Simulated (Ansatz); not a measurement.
## How the smallest direct gap on the k points sampled of SiC (P6₃mc, No. 186, 12 atoms in the cell) moves with the method

No measured value is used here.

| level (code) | value (eV) | cell (Å³/atom) |
|---|---|---|
| LDA (Ansatz) | 3.09 | 10.36 |
| PBE (Ansatz) | 3.14 | 10.36 |
| RPBE (Ansatz) | 3.15 | 10.36 |
| rVV10 (Ansatz) | [?] | 10.60 |
| r²SCAN (Ansatz) | 3.55 | 10.36 |
| r²SCAN+rVV10 (Ansatz) | [?] | 10.30 |
| B3LYP (VWN-RPA form) (Ansatz) | [?] | 10.36 |
| Hartree–Fock (Ansatz) | 10.97 | 10.36 |
| G0W0@PBE (Ansatz) | 4.28 | 10.36 |

Q: Some entries are withheld; supply them.

A: 
- rVV10 (Ansatz, a program for electronic structure), value (eV): 3.30
- r²SCAN+rVV10 (Ansatz), value (eV): 3.51
- B3LYP (VWN-RPA form) (Ansatz), value (eV): 4.82

At these levels the smallest gap is indirect and lower: LDA 1.98, PBE 2.03, RPBE 2.04, rVV10 2.21, r²SCAN 2.39, r²SCAN+rVV10 2.36, B3LYP (VWN-RPA form) 3.64, Hartree–Fock 9.40, G0W0@PBE 3.08 eV. Computed values are for a static lattice.  rVV10, r²SCAN+rVV10: the relaxation could not lower the start's symmetry, so the cell can be a saddle point above a distorted one. G0W0@PBE: the correction to the complete basis was taken at k points off the band edges. Values are at the measured cell; rVV10 at the level's own equilibrium cell; r²SCAN+rVV10 at the level's own equilibrium cell. Cutoffs and k meshes differ between the levels. Ansatz's density-functional and Hartree–Fock values are scalar-relativistic unless marked +SOC, with PAW data made under PBE.
